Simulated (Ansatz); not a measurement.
**CHOSi+ (quintet): the correlation ladder, def2-QZVPP**

One table from this session's results is given with a row withheld; the runs are named, their logs left out.

Computed with Ansatz 0.2.0, Gaussian basis. Level: def2-QZVPP, core rule «outside noble gas», up to 7 orbitals frozen.

The runs, in order: UHF; ROHF; CCSD(T) on UHF.

### The geometry

The geometry is a PBE0/def2-TZVP stationary point (not a proven minimum) of the parent state, kept for this charge and spin.

4 atoms, charge 1, spin multiplicity 5.

Atoms are counted from 1 here; the program's logs count them from 0.

Bond lengths: C1–O2 1.286 Å, C1–H4 1.089 Å, O2–Si3 1.707 Å. Angles: O2–C1–H4 123.9°, C1–O2–Si3 134.6°.

Set-up of the first run:

in.yaml reads:

```yaml
crystal:
  periodic: [false, false, false]
  atoms:
    - {symbol: C, position_ang: [0.000000, -0.310298, 1.646633]}
    - {symbol: O, position_ang: [0.000000, 0.351816, 0.544141]}
    - {symbol: Si, position_ang: [0.000000, -0.073198, -1.108628]}
    - {symbol: H, position_ang: [0.000000, 0.152652, 2.632314]}
basis:
  gaussian: {orbitals: "def2-QZVPP.json"}
total_charge: 1
magnetization: {spin_polarized: true, initial_magnetization: 4}
hamiltonian: {xc: hf}
output: {orbitals: {seedname: orbitals}}
```

The run is started by

```
> ansatz run in.yaml --threads 1 --pin off --events-out ev --progress --plain --max-ram 2393MiB
```

Steps of the session up to this table: UHF; ROHF; CCSD(T) on UHF.

One table of the session follows, with a row left open; its other results are not shown here.

It belongs to the step «Misses and costs». 

```
  method  from UCCSD(T) (kcal/mol)
    ROHF                   +283.05
     UHF                         ?
    UMP2                    +24.04
   UCCSD                    +13.06
UCCSD(T)                         0
```

**Question.** Estimate the row for UHF.

**Answer.** from UCCSD(T) (kcal/mol): +278.88. In the column «from UCCSD(T) (kcal/mol)» it lies between UMP2 (+24.04) and ROHF (+283.05).
